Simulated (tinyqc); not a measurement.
Worked calculation (part 1 of 3): UHF in the sto-3g basis, for CH3+, spin multiplicity 1. Computed by tinyqc, a small Python program that keeps every step (integrals from PySCF). Settings: charge = 1, multiplicity = 1, basis = sto-3g, energy threshold = 1e-09, iteration cap = 90, orthogonalisation = canonical, start = core, DIIS depth = 8, method = UHF, break = 0.4. Command: `OMP_NUM_THREADS=1 python tinyqc.py 27772 27773 out.jsonl` (the two numbers bound the seeds that draw the settings). One thread of a shared host (Intel(R) Xeon(R) Processor @ 2.60GHz), about 0.1 s of CPU time with the checks. Later iterations appear only in the table of the cycle.

## One-electron integrals

Geometry (angstrom):
```
atom        x        y       z
C      0.0000   0.0000  0.1120
H      1.2210   0.0000  0.0000
H     -0.6100   1.0570  0.0000
H     -0.6100  -1.0570  0.0000
```

Basis sto-3g: exponents (1/bohr^2) and contraction coefficients of normalised primitives:
```
element  l (shell)  exponent  coefficient
C            s (1)   71.6168       0.1543
C            s (1)   13.0451       0.5353
C            s (1)    3.5305       0.4446
C            s (2)    2.9412      -0.1000
C            s (2)    0.6835       0.3995
C            s (2)    0.2223       0.7001
C            p (3)    2.9412       0.1559
C            p (3)    0.6835       0.6077
C            p (3)    0.2223       0.3920
H            s (1)    3.4253       0.1543
H            s (1)    0.6239       0.5353
H            s (1)    0.1689       0.4446
```

Overlap, kinetic and nuclear-attraction integrals over the contracted functions; the nuclear repulsion is the sum of Za Zb / Rab.

nuclear repulsion = 8.522012 hartree

overlap S, lower triangle:
```
         1C 1s   1C 2s   1C 2px   1C 2py   1C 2pz   2H 1s   3H 1s   4H 1s
1C 1s   1.0000
1C 2s   0.2484  1.0000
1C 2px  0.0000  0.0000   1.0000
1C 2py  0.0000  0.0000   0.0000   1.0000
1C 2pz  0.0000  0.0000   0.0000   0.0000   1.0000
2H 1s   0.0454  0.4154   0.4157   0.0000  -0.0381  1.0000
3H 1s   0.0455  0.4158  -0.2079   0.3602  -0.0382  0.0986  1.0000
4H 1s   0.0455  0.4158  -0.2079  -0.3602  -0.0382  0.0986  0.0986  1.0000
```

kinetic energy T (hartree), lower triangle:
```
          1C 1s   1C 2s   1C 2px   1C 2py   1C 2pz    2H 1s    3H 1s   4H 1s
1C 1s   15.8911
1C 2s   -0.0859  0.4722
1C 2px   0.0000  0.0000   1.4777
1C 2py   0.0000  0.0000   0.0000   1.4777
1C 2pz   0.0000  0.0000   0.0000   0.0000   1.4777
2H 1s   -0.0122  0.0678   0.1841   0.0000  -0.0169   0.7600
3H 1s   -0.0122  0.0680  -0.0922   0.1597  -0.0169  -0.0111   0.7600
4H 1s   -0.0122  0.0680  -0.0922  -0.1597  -0.0169  -0.0111  -0.0111  0.7600
```

nuclear attraction V (hartree), lower triangle:
```
           1C 1s    1C 2s   1C 2px   1C 2py   1C 2pz    2H 1s    3H 1s    4H 1s
1C 1s   -34.9479
1C 2s    -4.5139  -6.4655
1C 2px    0.0000   0.0001  -6.4719
1C 2py    0.0000   0.0000   0.0000  -6.4720
1C 2pz    0.0037   0.0396   0.0000   0.0000  -6.3255
2H 1s    -0.8364  -2.1995  -2.0270   0.0000   0.1939  -4.2841
3H 1s    -0.8376  -2.2017   1.0140  -1.7570   0.1941  -0.4727  -4.2853
4H 1s    -0.8376  -2.2017   1.0140   1.7570   0.1941  -0.4727  -0.4730  -4.2853
```

core Hamiltonian H = T + V (hartree), lower triangle:
```
           1C 1s    1C 2s   1C 2px   1C 2py   1C 2pz    2H 1s    3H 1s    4H 1s
1C 1s   -19.0568
1C 2s    -4.5998  -5.9932
1C 2px    0.0000   0.0001  -4.9941
1C 2py    0.0000   0.0000   0.0000  -4.9943
1C 2pz    0.0037   0.0396   0.0000   0.0000  -4.8477
2H 1s    -0.8485  -2.1317  -1.8429   0.0000   0.1770  -3.5241
3H 1s    -0.8497  -2.1337   0.9218  -1.5973   0.1772  -0.4838  -3.5253
4H 1s    -0.8497  -2.1337   0.9218   1.5973   0.1772  -0.4838  -0.4840  -3.5253
```

## Two-electron integrals

Functions are numbered as in S; the eight-fold symmetry (ij|kl) = (ji|kl) = (kl|ij) leaves the list below.

Two-electron integrals (ij|kl) in chemists' order, unique and non-zero (hartree):
```
(11|11) 3.5419      (21|11) 0.5769      (21|21) 0.1119      (22|11) 0.8547
(22|21) 0.2053      (22|22) 0.6247      (31|31) 0.0203      (32|31) 0.0309
(32|32) 0.1380      (33|11) 0.8524      (33|21) 0.2053      (33|22) 0.6246
(33|33) 0.6728      (41|41) 0.0203      (42|41) 0.0309      (42|42) 0.1380
(43|43) 0.0363      (44|11) 0.8524      (44|21) 0.2053      (44|22) 0.6246
(44|33) 0.6003      (44|44) 0.6728      (51|51) 0.0203      (52|51) 0.0309
(52|52) 0.1380      (53|53) 0.0363      (54|54) 0.0363      (55|11) 0.8524
(55|21) 0.2053      (55|22) 0.6246      (55|33) 0.6003      (55|44) 0.6003
(55|55) 0.6728      (61|11) 0.1059      (61|21) 0.0204      (61|22) 0.0374
(61|31) 0.0012      (61|32) 0.0023      (61|33) 0.0377      (61|44) 0.0373
(61|51) -1.13e-04   (61|52) -2.11e-04   (61|53) -3.59e-05   (61|55) 0.0373
(61|61) 0.0038      (62|11) 0.2677      (62|21) 0.0652      (62|22) 0.2201
(62|31) 0.0062      (62|32) 0.0436      (62|33) 0.2306      (62|44) 0.2147
(62|51) -0.0006     (62|52) -0.0040     (62|53) -0.0015     (62|55) 0.2149
(62|61) 0.0124      (62|62) 0.1040      (63|11) 0.2325      (63|21) 0.0574
(63|22) 0.2053      (63|31) 0.0112      (63|32) 0.0721      (63|33) 0.2255
(63|44) 0.1950      (63|51) -4.32e-04   (63|52) -0.0034     (63|53) -0.0020
(63|55) 0.1951      (63|61) 0.0114      (63|62) 0.1151      (63|63) 0.1374
(64|41) 0.0065      (64|42) 0.0346      (64|43) 0.0084      (64|54) -0.0008
(64|64) 0.0124      (65|11) -0.0213     (65|21) -0.0053     (65|22) -0.0188
(65|31) -4.32e-04   (65|32) -0.0034     (65|33) -0.0191     (65|44) -0.0179
(65|51) 0.0065      (65|52) 0.0349      (65|53) 0.0085      (65|55) -0.0194
(65|61) -0.0010     (65|62) -0.0106     (65|63) -0.0115     (65|65) 0.0134
(66|11) 0.4258      (66|21) 0.1055      (66|22) 0.4058      (66|31) 0.0121
(66|32) 0.1162      (66|33) 0.4473      (66|44) 0.3846      (66|51) -0.0011
(66|52) -0.0107     (66|53) -0.0057     (66|55) 0.3851      (66|61) 0.0204
(66|62) 0.2467      (66|63) 0.3009      (66|65) -0.0276     (66|66) 0.7746
(71|11) 0.1061      (71|21) 0.0205      (71|22) 0.0375      (71|31) -0.0006
(71|32) -0.0012     (71|33) 0.0375      (71|41) 0.0011      (71|42) 0.0020
(71|43) -1.70e-04   (71|44) 0.0377      (71|51) -1.13e-04   (71|52) -2.11e-04
(71|53) 1.80e-05    (71|54) -3.12e-05   (71|55) 0.0374      (71|61) 0.0037
(71|62) 0.0117      (71|63) 0.0101      (71|64) 4.01e-04    (71|65) -0.0010
(71|66) 0.0188      (71|71) 0.0038      (72|11) 0.2680      (72|21) 0.0653
(72|22) 0.2203      (72|31) -0.0031     (72|32) -0.0218     (72|33) 0.2189
(72|41) 0.0054      (72|42) 0.0378      (72|43) -0.0069     (72|44) 0.2269
(72|51) -0.0006     (72|52) -0.0040     (72|53) 0.0007      (72|54) -0.0013
(72|55) 0.2151      (72|61) 0.0117      (72|62) 0.0726      (72|63) 0.0633
(72|64) 0.0086      (72|65) -0.0072     (72|66) 0.1327      (72|71) 0.0125
(72|72) 0.1041      (73|11) -0.1163     (73|21) -0.0287     (73|22) -0.1027
(73|31) 0.0076      (73|32) 0.0440      (73|33) -0.1077     (73|41) -0.0020
(73|42) -0.0162     (73|43) 0.0102      (73|44) -0.1027     (73|51) 2.16e-04
(73|52) 0.0017      (73|53) -0.0011     (73|54) 0.0005      (73|55) -0.0976
(73|61) -0.0047     (73|62) -0.0242     (73|63) -0.0140     (73|64) -0.0021
(73|65) 0.0024      (73|66) -0.0374     (73|71) -0.0057     (73|72) -0.0576
(73|73) 0.0437      (74|11) 0.2016      (74|21) 0.0497      (74|22) 0.1779
(74|31) -0.0020     (74|32) -0.0162     (74|33) 0.1720      (74|41) 0.0100
(74|42) 0.0628      (74|43) -0.0093     (74|44) 0.1925      (74|51) -3.74e-04
(74|52) -0.0030     (74|53) 0.0005      (74|54) -0.0017     (74|55) 0.1691
(74|61) 0.0089      (74|62) 0.0591      (74|63) 0.0513      (74|64) 0.0144
(74|65) -0.0057     (74|66) 0.1088      (74|71) 0.0099      (74|72) 0.0998
(74|73) -0.0542     (74|74) 0.1063      (75|11) -0.0214     (75|21) -0.0053
(75|22) -0.0189     (75|31) 2.16e-04    (75|32) 0.0017      (75|33) -0.0182
(75|41) -3.74e-04   (75|42) -0.0030     (75|43) 0.0005      (75|44) -0.0189
(75|51) 0.0065      (75|52) 0.0349      (75|53) -0.0043     (75|54) 0.0074
(75|55) -0.0195     (75|61) -0.0010     (75|62) -0.0072     (75|63) -0.0061
(75|64) -0.0008     (75|65) 0.0087      (75|66) -0.0138     (75|71) -0.0011
(75|72) -0.0106     (75|73) 0.0057      (75|74) -0.0099     (75|75) 0.0134
(76|11) 0.0565      (76|21) 0.0138      (76|22) 0.0483      (76|31) 0.0005
(76|32) 0.0041      (76|33) 0.0487      (76|41) 0.0009      (76|42) 0.0071
(76|43) 3.18e-04    (76|44) 0.0491      (76|51) -1.99e-04   (76|52) -0.0015
(76|53) -2.05e-04   (76|54) -3.55e-04   (76|55) 0.0471      (76|61) 0.0026
(76|62) 0.0203      (76|63) 0.0208      (76|64) 0.0022      (76|65) -0.0023
(76|66) 0.0448      (76|71) 0.0026      (76|72) 0.0203      (76|73) -0.0085
(76|74) 0.0192      (76|75) -0.0023     (76|76) 0.0049      (77|11) 0.4260
(77|21) 0.1055      (77|22) 0.4060      (77|31) -0.0061     (77|32) -0.0581
(77|33) 0.4004      (77|41) 0.0105      (77|42) 0.1007      (77|43) -0.0272
(77|44) 0.4318      (77|51) -0.0011     (77|52) -0.0107     (77|53) 0.0029
(77|54) -0.0050     (77|55) 0.3852      (77|61) 0.0188      (77|62) 0.1326
(77|63) 0.1129      (77|64) 0.0219      (77|65) -0.0138     (77|66) 0.2497
(77|71) 0.0204      (77|72) 0.2470      (77|73) -0.1505     (77|74) 0.2609
(77|75) -0.0276     (77|76) 0.0448      (77|77) 0.7746      (81|11) 0.1061
(81|21) 0.0205      (81|22) 0.0375      (81|31) -0.0006     (81|32) -0.0012
(81|33) 0.0375      (81|41) -0.0011     (81|42) -0.0020     (81|43) 1.70e-04
(81|44) 0.0377      (81|51) -1.13e-04   (81|52) -2.11e-04   (81|53) 1.80e-05
(81|54) 3.12e-05    (81|55) 0.0374      (81|61) 0.0037      (81|62) 0.0117
(81|63) 0.0101      (81|64) -4.01e-04   (81|65) -0.0010     (81|66) 0.0188
(81|71) 0.0037      (81|72) 0.0117      (81|73) -0.0054     (81|74) 0.0085
(81|75) -0.0010     (81|76) 0.0024      (81|77) 0.0188      (81|81) 0.0038
(82|11) 0.2680      (82|21) 0.0653      (82|22) 0.2203      (82|31) -0.0031
(82|32) -0.0218     (82|33) 0.2189      (82|41) -0.0054     (82|42) -0.0378
(82|43) 0.0069      (82|44) 0.2269      (82|51) -0.0006     (82|52) -0.0040
(82|53) 0.0007      (82|54) 0.0013      (82|55) 0.2151      (82|61) 0.0117
(82|62) 0.0726      (82|63) 0.0633      (82|64) -0.0086     (82|65) -0.0072
(82|66) 0.1327      (82|71) 0.0117      (82|72) 0.0727      (82|73) -0.0391
(82|74) 0.0505      (82|75) -0.0072     (82|76) 0.0152      (82|77) 0.1327
(82|81) 0.0125      (82|82) 0.1041      (83|11) -0.1163     (83|21) -0.0287
(83|22) -0.1027     (83|31) 0.0076      (83|32) 0.0440      (83|33) -0.1077
(83|41) 0.0020      (83|42) 0.0162      (83|43) -0.0102     (83|44) -0.1027
(83|51) 2.16e-04    (83|52) 0.0017      (83|53) -0.0011     (83|54) -0.0005
(83|55) -0.0976     (83|61) -0.0047     (83|62) -0.0242     (83|63) -0.0140
(83|64) 0.0021      (83|65) 0.0024      (83|66) -0.0374     (83|71) -0.0054
(83|72) -0.0391     (83|73) 0.0286      (83|74) -0.0267     (83|75) 0.0038
(83|76) -0.0063     (83|77) -0.0754     (83|81) -0.0057     (83|82) -0.0576
(83|83) 0.0437      (84|11) -0.2016     (84|21) -0.0497     (84|22) -0.1779
(84|31) 0.0020      (84|32) 0.0162      (84|33) -0.1720     (84|41) 0.0100
(84|42) 0.0628      (84|43) -0.0093     (84|44) -0.1925     (84|51) 3.74e-04
(84|52) 0.0030      (84|53) -0.0005     (84|54) -0.0017     (84|55) -0.1691
(84|61) -0.0089     (84|62) -0.0591     (84|63) -0.0513     (84|64) 0.0144
(84|65) 0.0057      (84|66) -0.1088     (84|71) -0.0085     (84|72) -0.0505
(84|73) 0.0267      (84|74) -0.0282     (84|75) 0.0049      (84|76) -0.0110
(84|77) -0.0869     (84|81) -0.0099     (84|82) -0.0998     (84|83) 0.0542
(84|84) 0.1063      (85|11) -0.0214     (85|21) -0.0053     (85|22) -0.0189
(85|31) 2.16e-04    (85|32) 0.0017      (85|33) -0.0182     (85|41) 3.74e-04
(85|42) 0.0030      (85|43) -0.0005     (85|44) -0.0189     (85|51) 0.0065
(85|52) 0.0349      (85|53) -0.0043     (85|54) -0.0074     (85|55) -0.0195
(85|61) -0.0010     (85|62) -0.0072     (85|63) -0.0061     (85|64) 0.0008
(85|65) 0.0087      (85|66) -0.0138     (85|71) -0.0010     (85|72) -0.0072
(85|73) 0.0038      (85|74) -0.0049     (85|75) 0.0087      (85|76) -0.0016
(85|77) -0.0139     (85|81) -0.0011     (85|82) -0.0106     (85|83) 0.0057
(85|84) 0.0099      (85|85) 0.0134      (86|11) 0.0565      (86|21) 0.0138
(86|22) 0.0483      (86|31) 0.0005      (86|32) 0.0041      (86|33) 0.0487
(86|41) -0.0009     (86|42) -0.0071     (86|43) -3.18e-04   (86|44) 0.0491
(86|51) -1.99e-04   (86|52) -0.0015     (86|53) -2.05e-04   (86|54) 3.55e-04
(86|55) 0.0471      (86|61) 0.0026      (86|62) 0.0203      (86|63) 0.0208
(86|64) -0.0022     (86|65) -0.0023     (86|66) 0.0448      (86|71) 0.0024
(86|72) 0.0152      (86|73) -0.0063     (86|74) 0.0110      (86|75) -0.0016
(86|76) 0.0038      (86|77) 0.0274      (86|81) 0.0026      (86|82) 0.0203
(86|83) -0.0085     (86|84) -0.0192     (86|85) -0.0023     (86|86) 0.0049
(87|11) 0.0565      (87|21) 0.0138      (87|22) 0.0484      (87|31) -0.0011
(87|32) -0.0082     (87|33) 0.0493      (87|44) 0.0486      (87|51) -2.00e-04
(87|52) -0.0015     (87|53) 4.11e-04    (87|55) 0.0471      (87|61) 0.0024
(87|62) 0.0152      (87|63) 0.0127      (87|65) -0.0016     (87|66) 0.0275
(87|71) 0.0026      (87|72) 0.0203      (87|73) -0.0123     (87|74) 0.0170
(87|75) -0.0023     (87|76) 0.0038      (87|77) 0.0448      (87|81) 0.0026
(87|82) 0.0203      (87|83) -0.0123     (87|84) -0.0170     (87|85) -0.0023
(87|86) 0.0038      (87|87) 0.0049      (88|11) 0.4260      (88|21) 0.1055
(88|22) 0.4060      (88|31) -0.0061     (88|32) -0.0581     (88|33) 0.4004
(88|41) -0.0105     (88|42) -0.1007     (88|43) 0.0272      (88|44) 0.4318
(88|51) -0.0011     (88|52) -0.0107     (88|53) 0.0029      (88|54) 0.0050
(88|55) 0.3852      (88|61) 0.0188      (88|62) 0.1326      (88|63) 0.1129
(88|64) -0.0219     (88|65) -0.0138     (88|66) 0.2497      (88|71) 0.0188
(88|72) 0.1327      (88|73) -0.0754     (88|74) 0.0869      (88|75) -0.0139
(88|76) 0.0274      (88|77) 0.2498      (88|81) 0.0204      (88|82) 0.2470
(88|83) -0.1505     (88|84) -0.2609     (88|85) -0.0276     (88|86) 0.0448
(88|87) 0.0448      (88|88) 0.7746
```

## Orthogonalisation

S = U s U^T; canonical form X = U s^(-1/2), so that X^T S X = 1. Each column of U has its largest component positive (the first on a tie).

eigenvalues of S: 0.3400  0.4389  0.4392  0.9607  1.0117  1.4622  1.4625  1.8847

X:
```
              1        2        3        4        5        6        7        8
1C 1s   -0.3602   0.0000  -0.0007   0.8470   0.4512   0.0001   0.0000   0.1796
1C 2s    1.2936   0.0000   0.0017  -0.0421   0.0703   0.0002   0.0000   0.4745
1C 2px  -0.0017   0.0000   1.0143   0.0001   0.0000   0.6123   0.0000  -0.0002
1C 2py   0.0000   1.0146   0.0000   0.0000   0.0000   0.0000   0.6122   0.0000
1C 2pz  -0.1063   0.0000  -0.0001  -0.4876   0.8695   0.0000   0.0000  -0.0389
2H 1s   -0.6112   0.0000  -0.9130  -0.1674  -0.0892   0.4540   0.0000   0.3007
3H 1s   -0.6138  -0.7902   0.4552  -0.1673  -0.0892  -0.2268   0.3930   0.3010
4H 1s   -0.6138   0.7902   0.4552  -0.1673  -0.0892  -0.2268  -0.3930   0.3010
```

## Starting guess

The start is the orbitals of the core Hamiltonian, with HOMO and LUMO mixed by +/-0.4 rad for the two spins; D(s) = C_occ C_occ^T for each spin.

D(alpha) at the start, lower triangle:
```
          1C 1s    1C 2s   1C 2px   1C 2py   1C 2pz   2H 1s    3H 1s   4H 1s
1C 1s    1.0761
1C 2s   -0.3259   1.3842
1C 2px  -0.0108   0.0451   1.0271
1C 2py   0.0000   0.0000   0.0000   1.2110
1C 2pz   0.0296  -0.1320   0.3922   0.0000   0.1659
2H 1s    0.0400  -0.1597  -0.1748   0.0000  -0.0503  0.0465
3H 1s    0.0372  -0.1482   0.0893  -0.1799   0.0505  0.0016   0.0512
4H 1s    0.0372  -0.1482   0.0893   0.1799   0.0505  0.0016  -0.0022  0.0512
```

D(beta) at the start, lower triangle:
```
          1C 1s    1C 2s   1C 2px   1C 2py   1C 2pz   2H 1s    3H 1s   4H 1s
1C 1s    1.0761
1C 2s   -0.3259   1.3841
1C 2px   0.0109  -0.0455   1.0271
1C 2py   0.0000   0.0000   0.0000   1.2110
1C 2pz   0.0296  -0.1322  -0.3921   0.0000   0.1659
2H 1s    0.0362  -0.1442  -0.1772   0.0000   0.0841  0.0473
3H 1s    0.0391  -0.1560   0.0868  -0.1799  -0.0167  0.0018   0.0508
4H 1s    0.0391  -0.1560   0.0868   0.1799  -0.0167  0.0018  -0.0026  0.0508
```

## Iteration 1: building the Fock matrix

J_ij = sum D_kl (ij|kl) with D = D(alpha) + D(beta), K_ij = sum D_kl (ik|jl) for each spin; F = H + J - K(s); E = tr D H + tr D J / 2 - 0.5 sum_s tr D(s) K(s) + E_nn.

Coulomb J (hartree), lower triangle:
```
          1C 1s    1C 2s   1C 2px   1C 2py   1C 2pz   2H 1s   3H 1s   4H 1s
1C 1s   12.4818
1C 2s    2.4398   5.5636
1C 2px   0.0004   0.0027   5.5797
1C 2py   0.0000   0.0000   0.0000   5.6023
1C 2pz  -0.0109  -0.0502  -0.0001   0.0000   5.4924
2H 1s    0.4466   1.8872   1.7233   0.0000  -0.1687  3.3085
3H 1s    0.4473   1.8907  -0.8615   1.4984  -0.1689  0.4096  3.3168
4H 1s    0.4473   1.8907  -0.8615  -1.4984  -0.1689  0.4096  0.4093  3.3168
```

exchange K(alpha) (hartree), lower triangle:
```
          1C 1s    1C 2s   1C 2px   1C 2py   1C 2pz   2H 1s   3H 1s   4H 1s
1C 1s    3.6438
1C 2s    0.6472   0.9620
1C 2px   0.0015   0.0317   0.7726
1C 2py   0.0000   0.0000   0.0000   0.8712
1C 2pz  -0.0030  -0.0700   0.2291   0.0000   0.3454
2H 1s    0.1246   0.2951   0.1960   0.0000   0.0284  0.1530
3H 1s    0.1251   0.2884  -0.0911   0.1863  -0.0566  0.0658  0.1578
4H 1s    0.1251   0.2884  -0.0911  -0.1863  -0.0566  0.0658  0.0611  0.1578
```

exchange K(beta) (hartree), lower triangle:
```
          1C 1s    1C 2s   1C 2px   1C 2py   1C 2pz   2H 1s   3H 1s   4H 1s
1C 1s    3.6438
1C 2s    0.6472   0.9620
1C 2px  -0.0012  -0.0296   0.7732
1C 2py   0.0000   0.0000   0.0000   0.8706
1C 2pz  -0.0030  -0.0702  -0.2292   0.0000   0.3454
2H 1s    0.1245   0.2826   0.1861   0.0000  -0.0850  0.1497
3H 1s    0.1252   0.2947  -0.0995   0.1872   0.0000  0.0652  0.1594
4H 1s    0.1252   0.2947  -0.0995  -0.1872   0.0000  0.0652  0.0622  0.1594
```

F(alpha) (hartree), lower triangle:
```
           1C 1s    1C 2s   1C 2px   1C 2py   1C 2pz    2H 1s    3H 1s    4H 1s
1C 1s   -10.2187
1C 2s    -2.8072  -1.3916
1C 2px   -0.0011  -0.0289  -0.1871
1C 2py    0.0000   0.0000   0.0000  -0.2631
1C 2pz   -0.0043   0.0594  -0.2292   0.0000   0.2992
2H 1s    -0.5265  -0.5396  -0.3156   0.0000  -0.0201  -0.3686
3H 1s    -0.5275  -0.5314   0.1514  -0.2851   0.0649  -0.1400  -0.3662
4H 1s    -0.5275  -0.5314   0.1514   0.2851   0.0649  -0.1400  -0.1358  -0.3662
```

F(beta) (hartree), lower triangle:
```
           1C 1s    1C 2s   1C 2px   1C 2py  1C 2pz    2H 1s    3H 1s    4H 1s
1C 1s   -10.2187
1C 2s    -2.8072  -1.3916
1C 2px    0.0016   0.0324  -0.1877
1C 2py    0.0000   0.0000   0.0000  -0.2626
1C 2pz   -0.0043   0.0596   0.2291   0.0000  0.2992
2H 1s    -0.5264  -0.5272  -0.3057   0.0000  0.0933  -0.3653
3H 1s    -0.5276  -0.5377   0.1598  -0.2860  0.0082  -0.1394  -0.3678
4H 1s    -0.5276  -0.5377   0.1598   0.2860  0.0082  -0.1394  -0.1369  -0.3678
```

total energy of this density = -36.962817 hartree
